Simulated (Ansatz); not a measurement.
# HAlSi, singlet in 6-31G: errors against full CI

Geometry: that of the HAlSi, triplet, kept fixed. The triplet lies 0.6 eV lower here.

```yaml
atoms:
  - { symbol: Si, position_ang: [0.0000, 0.0000, 2.0886] }
  - { symbol: Al, position_ang: [0.0000, 0.0000, -0.2449] }
  - { symbol: H, position_ang: [0.0000, 0.0000, -1.8437] }
```

Basis 6-31G; Ansatz 0.2.0. Only valence electrons are correlated (noble-gas cores frozen), which leaves 8 electrons in 18 orbitals. Prefix R: restricted or restricted open-shell reference; prefix U: unrestricted. Active spaces: valence = (8e, 9o) chosen from the atoms' valence shells.

Full CI is exact within this basis and frozen core; it isn't the basis-set limit. The frozen core follows each run's orbitals, which can shift R against U totals by a few meV.

The determinant fills πx and πy unequally, so it is a mixture of Σ and Δ, which weighs on every level built on one determinant.

The UHF ⟨S²⟩ is 1.000, the T1 diagnostic (RCCSD) is 0.0277 and the largest doubles amplitude (RCCSD) is 0.170.

| level | E − E(full CI) (kJ/mol) | share of correlation (%) | wall time |
| --- | --- | --- | --- |
| RHF | 276.6 | 0.00 | – |
| UHF† | 208.8 | – | – |
| RMP2 | 87.4 | 68.41 | – |
| UMP2† | 41.2 | – | – |
| CISD | 37.0 | 86.63 | 0.54 s |
| RCCSD | 18.7 | 93.26 | – |
| UCCSD*† | -26.8 | – | – |
| RCCSD(T) | 10.6 | 96.17 | 0.57 s |
| UCCSD(T)*† | -40.1 | – | 3.7 s |
| BCCD(T) | 10.9 | 96.07 | 0.6 s |
| RCCSDT* | 4.8 | 98.27 | – |
| UCCSDT*† | -55.3 | – | – |
| CISDTQ | 4.3 | 98.43 | 2 s |
| RCCSDT(Q)* | 1.0 | 99.65 | 1.2 s |
| UCCSDT(Q)*† | -58.8 | – | 7 s |
| RCCSDTQ* | 0.2 | 99.92 | 8 s |
| UCCSDTQ*† | -58.5 | – | 35 s |
| CASSCF (valence space) | 62.5 | 77.40 | – |
| NEVPT2 (valence space) | 19.4 | 93.00 | 5.5 s |
| MRCISD (valence space) | 1.6 | 99.43 | – |
| MRCISD+Q (valence space) | 0.2 | 99.93 | 7.5 s |

An asterisk marks runs whose energy the program itself flagged as in doubt. A dagger marks rows that describe another state than the reference (another or a broken symmetry, a higher spin or other natural occupations), so the difference holds a gap between states beside the method's error.

The correlation energy at full CI, counted from RHF, is -2.867 eV. That run took 21 s on 1 thread of Arm Neoverse V1, shared host over 2,341,648 determinants.

Times hold each run's SCF and search for its determinant on a shared host, so for small cases they say little of a method's own cost; they ran on 1 thread of Arm Neoverse V1.

Unrestricted levels hold only the spin's projection, and here they fall towards a lower state of higher spin.

The full-CI state has the irrep A1 of C2v, in the program's axes (one component, if the state is degenerate).

Natural occupations of full CI about the gap: 1.965 1.957 1.921 0.971 0.943 0.066 0.064 0.062 0.017 0.008; effectively unpaired electrons, Σ n²(2−n)², 2.07. No single determinant describes this state well, so single-reference rows can miss without a flag.
